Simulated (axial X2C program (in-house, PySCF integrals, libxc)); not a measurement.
**Correcting the dissociation energy of O₂ for spin–orbit coupling**

A spin-free CCSD(T) curve (one-electron X2C) was computed with an axial X2C code built on PySCF integrals, basis O dyall-av4z [8s7p4d3f2g] (cores contracted in-house), for the state M_S = 1, Λ = 0 (beyond evenly filled blocks: π+α, π-α). It gives D0 = 5.009 eV to O + O, which in a spin-free picture are the weighted means of the ground terms.

Correlated methods: 12 electrons correlated (number of frozen shells: O 1 s), 332 virtual spin orbitals or spinors in MP2, 162 natural virtuals in coupled cluster.

Measured levels of the ground terms (NIST Handbook of Basic Atomic Spectroscopic Data), in cm⁻¹: O 3P: J = 2 at 0, J = 1 at 158.3, J = 0 at 227.

The molecular state has Λ = 0, so it has no first-order lowering.

**Question.** How far does each ground level lie under the (2J+1)-weighted mean of its term?

**Answer.** O: (5 × 0 + 3 × 158.3 + 1 × 227)/9 = 78 cm⁻¹, counted twice.

**Question.** Correct D0.

**Answer.** D0 = 5.009 + (0 − 156)/8065.5 = 4.990 eV at CCSD(T) with these spin–orbit terms. The direct two-component run, taken to the lowest atomic determinants of a wider search where it found them, gives 5.003 eV; the difference holds second-order terms in the molecule, scalar two-electron terms, the gap between measured and computed atomic splittings (a 2c atom can miss part of its lowering) and, in coupled cluster, the truncation of each run.

Second-order spin–orbit effects in the molecule, which grow quickly with Z, are left out. The state is one determinant whose occupation by symmetry is held fixed; it was picked as the lowest of a PBE0 search that is not exhaustive. Dissociation energies refer to the lowest single-determinant-based atoms at the same level and basis. Coupled cluster ran in a truncated set of natural virtual spinors; the MP2 energy of the rest was added. (T) has no such correction and the atoms are truncated less, which lowers De at CCSD(T) by a hundredth of an eV or more.
